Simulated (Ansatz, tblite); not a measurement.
# The cluster CdO2−: a ladder of methods and basis sets

An exercise on one series of results from a longer session: the logs are not shown, and one member is left open.

Computed with Ansatz 0.2.0, Gaussian basis. Level: as each input shows.

The runs, in order: GFN1-xTB, GFN2-xTB, PBE-D4/def2-TZVPD, r2SCAN-D4/def2-TZVPD, HF/def2-TZVPD, LDA/def2-TZVPD, LC-ωPBE/def2-TZVPD, BLYP-D4/def2-TZVPD, r2SCAN0-D4/def2-TZVPD, PBE-D4/def2-SVPD, PBE0-D4/def2-SVPD, CCSD(T)/def2-TZVPPD, MP2/def2-TZVPD, RPA/def2-TZVPD.

2 further runs of the same task are left out: 2 set aside as unsound or not needed. Runs told in other sessions of the task aren't counted.

## The relaxed structure

The geometry is that of the doublet, from an earlier relaxation (B3LYP-D4/def2-TZVPD). At that level it is the lowest of the isomers that a small search found.

3 atoms, charge -1, spin multiplicity 2.

Bond lengths: O2–O3 1.335 Å.

Cd takes a core potential in the def2 sets. No spin-orbit coupling is included. The ion is computed in the gas phase, without counter-ions or solvent.

PBE0-D4/def2-TZVPD was run before; its log isn't repeated, and its numbers join the tables.

The first run:

Tight binding, by tblite at 300 K electronic temperature and without a spin-polarisation term:

```python
tblite.interface.Calculator('GFN1-xTB', numbers, positions, charge=-1, uhf=1).singlepoint()
```

Tight binding, by tblite at 300 K electronic temperature and without a spin-polarisation term:

```python
tblite.interface.Calculator('GFN2-xTB', numbers, positions, charge=-1, uhf=1).singlepoint()
```

start.molden holds the orbitals of an earlier run on this state, given as this run's starting guess.

Contents of in.yaml:

```yaml
crystal:
  periodic: [false, false, false]
  atoms:
    - {symbol: Cd, position_ang: [1.685973, -0.130486, -0.007767]}
    - {symbol: O, position_ang: [-0.903773, -0.599410, -0.006949]}
    - {symbol: O, position_ang: [-0.782200, 0.729895, 0.014717]}
basis:
  gaussian: {orbitals: def2-TZVPD, initial_orbitals: start.molden}
total_charge: -1
magnetization: {spin_polarized: true, initial_magnetization: 1}
hamiltonian: {xc: pbe, dispersion: d4}
scf: {omitted_lower_state_checks: [starts]}
output: {orbitals: {seedname: orbitals}}
```

Run with:

```sh
$ ansatz run in.yaml --threads 4 --pin off --events-out ev --progress --plain --max-ram 3916MiB
```

Among the steps run: PBE-D4/def2-TZVPD; r2SCAN-D4/def2-TZVPD; HF/def2-TZVPD; LDA/def2-TZVPD; LC-ωPBE/def2-TZVPD; BLYP-D4/def2-TZVPD; r2SCAN0-D4/def2-TZVPD; PBE-D4/def2-SVPD; PBE0-D4/def2-SVPD; CCSD(T)/def2-TZVPPD; MP2/def2-TZVPD; RPA/def2-TZVPD.

One of the session's tables, all rows but one given; the rest of the session is left out.

It belongs to the step «Levels side by side». 

| level | LUMO (eV) | gap (eV) |
| --- | --- | --- |
| HF/def2-TZVPD | 5.56 | 7.86 |
| LDA/def2-TZVPD | 1.69 | 0.32 |
| PBE-D4/def2-SVPD | 2.04 | 0.58 |
| PBE-D4/def2-TZVPD | 2.13 | 0.62 |
| BLYP-D4/def2-TZVPD | 2.20 | 0.63 |
| r2SCAN-D4/def2-TZVPD | 2.59 | 1.24 |
| PBE0-D4/def2-SVPD | ? | ? |
| PBE0-D4/def2-TZVPD | 3.81 | 3.71 |
| r2SCAN0-D4/def2-TZVPD | 4.03 | 4.09 |
| LC-ωPBE/def2-TZVPD | 5.40 | 8.15 |

Estimate the missing values for PBE0-D4/def2-SVPD.

The run gave: LUMO (eV): 3.71; gap (eV): 3.69. In the column «LUMO (eV)» it lies between r2SCAN-D4/def2-TZVPD (2.59) and PBE0-D4/def2-TZVPD (3.81).
